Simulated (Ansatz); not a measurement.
Ideal-gas functions of CH5AlO (`C[O][AlH2]`) at 500 K and 1 bar, from an Ansatz frequency run at PBE0-D4/def2-TZVP.

Molar mass 60.03 g/mol, point group Cs (symmetry number 1), electronic degeneracy 1, moments of inertia 10.941, 94.875, 102.659 u Å². Harmonic wavenumbers (cm⁻¹, unscaled): 116, 151, 206, 551, 611, 705, 789, 1177, 1190, 1227, 1484, 1493, 1501, 1927, 1963, 3002, 3066, 3082.

Use S(trans) = R[1.5 ln M + 2.5 ln T − 1.1517]; rotational temperatures θ = 24.2544 K / I; S(rot) = R[ln(√π/σ · √(T³/θAθBθC)) + 1.5]; for each mode x = 1.438777 ν̃/T, S = R[x/(eˣ − 1) − ln(1 − e⁻ˣ)] and H = RT x/(eˣ − 1); 1 cm⁻¹ = 0.0119627 kJ/mol; R = 8.31446 J/(mol·K).

Q: By hand: the entropy, in J/(mol·K).

A: Translation 170.7. Rotation: θ = 2.2168, 0.2556, 0.2363 K, giving 103.1. Vibration, mode by mode: 17.48, 15.31, 12.78, 5.30, 4.62, 3.73, 3.08, 1.27, 1.23, 1.13, 0.62, 0.61, 0.60, 0.21, 0.20, 0.01, 0.01, 0.01, in all 68.2. Electronic 0.0. Sum 342.0 J/(mol·K).

Q: By hand: H − E and G − E in kJ/mol, counted from the electronic energy.

A: Zero-point energy ½ × 24241 × 0.0119627 = 145.0; thermal vibration 17.8; translation, rotation and pV give 4 RT = 16.6. H − E = 179.4 kJ/mol, and G − E = 179.4 − 500 × 342.0/1000 = 8.4 kJ/mol.

Vibration gives 20 % of the entropy, 17.5 J/(mol·K) of it from the mode under 150 cm⁻¹: soft modes count most, and the harmonic formula is weakest for them.
